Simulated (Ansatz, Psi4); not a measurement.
System: disilane, Si2H6 (charge 0, singlet). SMILES: [SiH3][SiH3]
Geometry: optimised at B3LYP-D3(BJ)/def2-TZVP (Ansatz, an electronic-structure program).

B3LYP/LANL2DZ beside other levels, property by property. Conventions: spin-orbit terms left out; 6-31G* and kin with 6d, 5d where marked; non-relativistic; atomisation electronic, to ground-state atoms; dispersion terms only where a functional's name holds one; LANL2DZ with its own core potentials from Na on; open shells spin-unrestricted; valence correlation only. CBS(X,Y): correlation extrapolated as X^-3; Hartree-Fock from the larger set. [CCSD(T)-MP2]/basis is that difference in the basis named. First-principles rows: single points at B3LYP-D3(BJ) geometries (Ansatz), with unscaled harmonic terms from B3LYP/6-31G* (Ansatz) at its own minima, enthalpies of formation by atomisation with measured atoms.

Measured values: G2/97 table in ASE (Curtiss et al.); they hold spin-orbit and core effects, anharmonicity. For [SiH3][SiH3] (Si2H6) (enthalpy of formation at 298 K) the tabulated value and RI-MP2/CBS(def2-TZVPPD,def2-QZVPPD)+[CCSD(T)-MP2]/def2-TZVPPD (Ansatz) part by 5.6 kcal/mol: another conformer or state, missing terms or a fault of the table's entry are possible. Coupled cluster (Ansatz) is a level with limits of its own, used here on species with T1 under 0.025 (0.045 for open shells) and stable references: RI-MP2/CBS(def2-TZVPPD,def2-QZVPPD)+[CCSD(T)-MP2]/def2-TZVPPD.

| property | B3LYP/LANL2DZ (Ansatz) | HF/6-31G* (Ansatz) | wB97X-D/6-31G* (Psi4) | MP2/6-31G* (Ansatz) | to compare with |
|---|---|---|---|---|---|
| H-Si bond dissociation enthalpy at 298 K, to [SiH2][SiH3] (Si2H5) + H atom (kcal/mol) | 86.2 | 68.4 | 88.1 | 76.9 | 89.4 coupled cluster |
| enthalpy of formation at 298 K (kcal/mol) | 31.1 | 140.9 | 18.5 | 91.2 | 19.1 measured |
| Si-Si bond dissociation enthalpy at 298 K, to [SiH3] (SiH3) + [SiH3] (SiH3) (kcal/mol) | 67.2 | 55.3 | 76.8 | 69.6 | 76.7 measured |
| atomisation energy (kcal/mol) | 519.0 | 409.2 | 531.5 | 458.8 | 536.6 coupled cluster |

As the rows show:
- H-Si bond dissociation enthalpy at 298 K, to [SiH2][SiH3] (Si2H5) + H atom: B3LYP/LANL2DZ lies 3.2 kcal/mol below coupled cluster.
- enthalpy of formation at 298 K: B3LYP/LANL2DZ lies 12.0 kcal/mol above the measured value.
- Si-Si bond dissociation enthalpy at 298 K, to [SiH3] (SiH3) + [SiH3] (SiH3): B3LYP/LANL2DZ lies 9.5 kcal/mol below the measured value.
- atomisation energy: B3LYP/LANL2DZ lies 17.6 kcal/mol below coupled cluster.

The properties are those with a value to compare with, at most eight drawn at random. No case is left out for the size of its miss. Left out are saddle points of the reference geometry, anions that the best level run finds unbound, excited spin states, species near biochemistry, 298 K rows of species without real B3LYP wavenumbers, cases with under five habitual levels, runs that failed or that the program found above a lower state of the same kind, table entries that another table contradicts, and a share of species set aside by lot.
